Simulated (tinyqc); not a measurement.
CID on RHF in the sto-6g basis, for HF, spin multiplicity 1, step by step. One step of it, computed by the program tinyqc.

Task: CID: roots. Diagonalise (each vector has its largest component positive (the first on a tie)); all determinants have Ms = 0, so triplets appear too. The lowest singlet root is the correlation energy.

Occupation strings over the orbitals (2 doubly, a alpha, b beta, 0 empty; spin orbitals ordered 1a 1b 2a 2b ...): 222220 222202 222022 220222 2ab222 a2b222 2ba222 202222 ab2222 b2a222 ba2222 022222

H - E(HF) between determinants (hartree), order 222220, 222202, 222022, 220222, 2ab222, a2b222, 2ba222, 202222, ab2222, b2a222, ba2222, 022222:
```
[[0.000000, 0.032022, 0.032022, 0.164510, -0.059788, 0.006113, 0.059788, 0.099343, -0.014474, -0.006113, 0.014474, 0.029235],
 [0.032022, 1.406627, 0.053789, 0.050950, 0.044761, 0.012219, -0.044761, 0.179461, -0.038735, -0.012219, 0.038735, 0.030413],
 [0.032022, 0.053789, 1.406627, 0.050950, 0.044761, 0.012219, -0.044761, 0.179461, -0.038735, -0.012219, 0.038735, 0.030413],
 [0.164510, 0.050950, 0.050950, 1.657363, 0.147875, 0.047101, -0.147875, 0.158656, -0.020913, -0.047101, 0.020913, 0.025858],
 [-0.059788, 0.044761, 0.044761, 0.147875, 2.419339, 0.020530, -0.158656, 0.101598, 0.009978, -0.020913, 0.025323, 0.024912],
 [0.006113, 0.012219, 0.012219, 0.047101, 0.020530, 26.940757, -0.020913, -0.009978, -0.240044, -0.025858, 0.024912, -0.136320],
 [0.059788, -0.044761, -0.044761, -0.147875, -0.158656, -0.020913, 2.419339, -0.101598, 0.025323, 0.020530, 0.009978, -0.024912],
 [0.099343, 0.179461, 0.179461, 0.158656, 0.101598, -0.009978, -0.101598, 3.300860, -0.011896, 0.009978, 0.011896, 0.079167],
 [-0.014474, -0.038735, -0.038735, -0.020913, 0.009978, -0.240044, 0.025323, -0.011896, 27.906451, 0.024912, -0.079167, 0.480872],
 [-0.006113, -0.012219, -0.012219, -0.047101, -0.020913, -0.025858, 0.020530, 0.009978, 0.024912, 26.940757, -0.240044, 0.136320],
 [0.014474, 0.038735, 0.038735, 0.020913, 0.025323, 0.024912, 0.009978, 0.011896, -0.079167, -0.240044, 27.906451, -0.480872],
 [0.029235, 0.030413, 0.030413, 0.025858, 0.024912, -0.136320, -0.024912, 0.079167, 0.480872, 0.136320, -0.480872, 56.328545]]
```

Give: lowest roots of this matrix, relative to E(HF); lowest vectors; <S^2> of these roots; weight of the ground state by excitation level 0, 1, 2, ....

Result:

lowest roots of this matrix, relative to E(HF) (hartree): [-0.024, 1.353, 1.414, 1.627, 2.261, 2.585, 3.393, 26.867]

lowest vectors, order 222220, 222202, 222022, 220222, 2ab222, a2b222, 2ba222, 202222, ab2222, b2a222, ba2222, 022222:
```
[[0.994, 0.000, 0.002, 0.105],
 [-0.017, 0.707, 0.689, 0.121],
 [-0.017, -0.707, 0.689, 0.121],
 [-0.099, 0.000, -0.194, 0.953],
 [0.030, 0.000, -0.018, -0.142],
 [0.000, 0.000, 0.000, -0.002],
 [-0.030, 0.000, 0.018, 0.142],
 [-0.025, 0.000, -0.113, -0.105],
 [0.000, 0.000, 0.002, 0.001],
 [0.000, 0.000, 0.000, 0.002],
 [0.000, 0.000, -0.002, -0.001],
 [0.000, 0.000, -0.001, 0.000]]
```

<S^2> of these roots: [0.000, 0.000, 0.000, 0.000, 2.000, 0.000, 0.000, 2.000]

weight of the ground state by excitation level 0, 1, 2, ...: [0.987, 0.000, 0.013]
